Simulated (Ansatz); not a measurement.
in.yaml

```yaml
crystal:
  periodic: [false, false, false]
  atoms:
    - {symbol: O, position_ang: [-0.152979, -0.049094, 0.000000]}
    - {symbol: H, position_ang: [-0.402288, 0.877481, 0.000000]}
    - {symbol: H, position_ang: [0.806550, -0.049094, 0.000000]}
    - {symbol: H, position_ang: [2.024021, -0.049094, 0.000000]}
basis:
  gaussian: {orbitals: cc-pVTZ}
magnetization: {spin_polarized: false, initial_magnetization: 1}
correlation: {method: fic_mrcisd_q, electrons: outside_noble_gas, active_space: {window: {electrons: 9, orbitals: 7}, shells: [{species: H, l: s, shell: 1}, {species: O, l: s, shell: 2}, {species: O, l: p, shell: 2}]}}
```

```sh
$ ansatz run in.yaml --threads 2 --pin off --events-out ev --progress --plain --max-ram 16896MiB --backend cuda --devices 0, --max-vram 18GiB
```

Output:

```
878 factors; integrals over basis functions are off by at most 1.9e-7 eV
mean field evaluation 1: about -2080.2123 eV, gradient 3.2e1 eV
mean field evaluation 2: about -2080.2149 eV, gradient 3.2e1 eV
mean field evaluation 4: about -2082.6193 eV, gradient 2.8e0 eV
mean field evaluation 8: about -2082.6817 eV, gradient 1.9e-4 eV
mean field -2082.68172551 eV, -76.5371417202 hartree, gradient 1.1e-6 eV, S^2 0.750000; 0 other end points of the search recorded, 0 dependent functions left out
reference -2082.68172551 eV, -76.5371417202 hartree; 6, 5 occupied and 66, 67 virtual orbitals, 878 factors
state -2084.14253130 eV, -76.5908253426 hartree
contracted CI cycle   1: correlation 0.00000000 eV, 0.0000000000 hartree, residual 3.19e1 eV
contracted CI cycle   2: correlation -5.65978192 eV, -0.2079931492 hartree, residual 6.11e0 eV
contracted CI cycle   3: correlation -5.89517784 eV, -0.2166437898 hartree, residual 1.38e0 eV
contracted CI cycle   4: correlation -5.90778534 eV, -0.2171071069 hartree, residual 3.72e-1 eV
contracted CI cycle   5: correlation -5.90877836 eV, -0.2171435996 hartree, residual 1.04e-1 eV
contracted CI cycle   6: correlation -5.90884636 eV, -0.2171460987 hartree, residual 2.66e-2 eV
contracted CI cycle   7: correlation -5.90885075 eV, -0.2171462599 hartree, residual 6.38e-3 eV
contracted CI cycle   8: correlation -5.90885102 eV, -0.2171462698 hartree, residual 1.43e-3 eV
state -2084.14253130 eV, -76.5908253426 hartree; corrected -2090.33813334 eV, -76.8185095183 hartree
Total energy: -2090.33813334 eV, -76.8185095183 hartree
Checks for a lower state left out: starts, orbital_swaps
```

Natural occupations: 1.9995 1.9990 1.9796 1.9780 1.0013 0.0226 0.0200.

For the same geometry and basis UCCSDT(Q) lies 68.8 meV lower.

Ran on 2 threads of AMD EPYC 7R13 with a shared H100 80 GB, shared host: 2.2 s wall, 0.82 GiB peak host memory.
